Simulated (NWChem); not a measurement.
Everything below was run with NWChem. System: Cl2, charge 1, spin multiplicity 2, displaced from the optimised geometry. The structure started from a generated list of species. Its SCF solution wasn't tested for a lower state. Level: UPBE0/def2-SVP.

Output (cleaned and shortened):

```
             Northwest Computational Chemistry Package (NWChem) 7.3.0
             --------------------------------------------------------

                                NWChem Input Module
                                -------------------

 Scaling coordinates for geometry "geometry" by  1.889725989
 (inverse scale =  0.529177249)

 Turning off AUTOSYM since
 SYMMETRY directive was detected!

                             Geometry "geometry" -> ""
                             -------------------------

 Output coordinates in angstroms (scale by  1.889725989 to convert to a.u.)

  No.       Tag          Charge          X              Y              Z
 ---- ---------------- ---------- -------------- -------------- --------------
    1 Cl                  17.0000     0.00000000     0.00000000     0.98117100
    2 Cl                  17.0000     0.00000000     0.00000000    -0.98117100

 Effective nuclear repulsion energy (a.u.)      77.9335227809

            Nuclear Dipole moment (a.u.)
            ----------------------------
        X                 Y               Z
 ---------------- ---------------- ----------------
     0.0000000000     0.0000000000     0.0000000000

      Symmetry information
      --------------------

 Group name             D2h
 Group number             26
 Group order               8
 No. of unique centers     1

      Symmetry unique atoms

     1


 Summary of "ao basis" -> "" (spherical)
 ------------------------------------------------------------------------------
       Tag                 Description            Shells   Functions and Types
 ---------------- ------------------------------  ------  ---------------------
 *                          def2-svp                  on all atoms

                                 NWChem DFT Module
                                 -----------------

 Summary of "ao basis" -> "ao basis" (spherical)
 ------------------------------------------------------------------------------
       Tag                 Description            Shells   Functions and Types
 ---------------- ------------------------------  ------  ---------------------
 Cl                         def2-svp                 8       18   4s3p1d

 Summary of "ao basis" -> "ao basis" (spherical)
 ------------------------------------------------------------------------------
       Tag                 Description            Shells   Functions and Types
 ---------------- ------------------------------  ------  ---------------------
[...]
     Multipole analysis of the density
     ---------------------------------

     L   x y z        total         alpha         beta         nuclear
     -   - - -        -----         -----         ----         -------
     0   0 0 0      1.000000    -17.000000    -16.000000     34.000000

     1   1 0 0     -0.000000     -0.000000     -0.000000      0.000000
     1   0 1 0     -0.000000     -0.000000     -0.000000      0.000000
     1   0 0 1     -0.000000     -0.000000     -0.000000      0.000000

     2   2 0 0    -15.617017     -8.842089     -6.774928      0.000000
     2   1 1 0     -0.000000     -0.000000     -0.000000      0.000000
     2   1 0 1      0.000000      0.000000      0.000000      0.000000
     2   0 2 0    -16.972527     -8.790588     -8.181939      0.000000
     2   0 1 1      0.000000      0.000000      0.000000      0.000000
     2   0 0 2    -10.203706    -65.851429    -61.239218    116.886942

            General Information
            -------------------
          SCF calculation type: DFT
          Wavefunction type:  spin polarized.
          No. of atoms     :     2
          No. of electrons :    33
           Alpha electrons :    17
            Beta electrons :    16
          Charge           :     1
          Spin multiplicity:     2
          Use of symmetry is: on ; symmetry adaption is: on
          Maximum number of iterations: 100
          AO basis - number of functions:    36
                     number of shells:    16
          Convergence on energy requested:  1.00D-06
          Convergence on density requested:  1.00D-05
          Convergence on gradient requested:  5.00D-04

              XC Information
              --------------
                         PBE0 Method XC Functional
                     Hartree-Fock (Exact) Exchange  0.250
          PerdewBurkeErnzerhof Exchange Functional  0.750
            Perdew 1991 LDA Correlation Functional  1.000 local
           PerdewBurkeErnz. Correlation Functional  1.000 non-local

             Grid Information
             ----------------
          Grid used for XC integration:  medium
          Radial quadrature: Mura-Knowles
          Angular quadrature: Lebedev.
          Tag              B.-S. Rad. Rad. Pts. Rad. Cut. Ang. Pts.
          ---              ---------- --------- --------- ---------
          Cl                  1.00       88           7.0       590
          Grid pruning is: on
          Number of quadrature shells:    88
          Spatial weights used:  Erf1

          Convergence Information
          -----------------------
          Convergence aids based upon iterative change in
          total energy or number of iterations.
          Levelshifting, if invoked, occurs when the
          HOMO/LUMO gap drops below (HL_TOL):  1.00D-02
          DIIS, if invoked, will attempt to extrapolate
          using up to (NFOCK): 10 stored Fock matrices.

                    Damping(70%)  Levelshifting(0.5)       DIIS
                  --------------- ------------------- ---------------
          dE  on:    start            ASAP                start
          dE off:   30 iters        100 iters           100 iters

      Screening Tolerance Information
      -------------------------------
          Density screening/tol_rho:  1.00D-10
          AO Gaussian exp screening on grid/accAOfunc:  14
          CD Gaussian exp screening on grid/accCDfunc:  20
          XC Gaussian exp screening on grid/accXCfunc:  20
          Schwarz screening/accCoul:  1.00D-08

                            NWChem DFT Gradient Module
                            --------------------------

  charge          =   1.00
  wavefunction    = open shell

  Using symmetry

                         DFT ENERGY GRADIENTS

    atom               coordinates                        gradient
                 x          y          z           x          y          z
   1 Cl      0.000000   0.000000   1.854144    0.000000   0.000000   0.016489
   2 Cl      0.000000   0.000000  -1.854144    0.000000   0.000000  -0.016489

                 ----------------------------------------
                 |  Time  |  1-e(secs)   |  2-e(secs)   |
                 ----------------------------------------
                 |  CPU   |       0.00   |       0.06   |
                 ----------------------------------------
                 |  WALL  |       0.00   |       0.06   |
                 ----------------------------------------

 Task  times  cpu:        0.6s     wall:        0.6s

 Total times  cpu:        0.6s     wall:        0.6s
```

Write an NWChem input that would produce this output.

Several could match; the one computed here: 
```
start mol
memory heap 200 mb stack 900 mb global 1100 mb
charge 1
geometry units angstroms nocenter noautoz
  Cl     0.000000     0.000000     0.981171
  Cl     0.000000     0.000000    -0.981171
  symmetry group D2h
end
basis spherical
  * library def2-svp
end
dft
  xc pbe0
  odft
  mult 2
  semidirect memsize 60000000 filesize 0
  iterations 100
  convergence damp 70 ncydp 30
end
task dft gradient
```
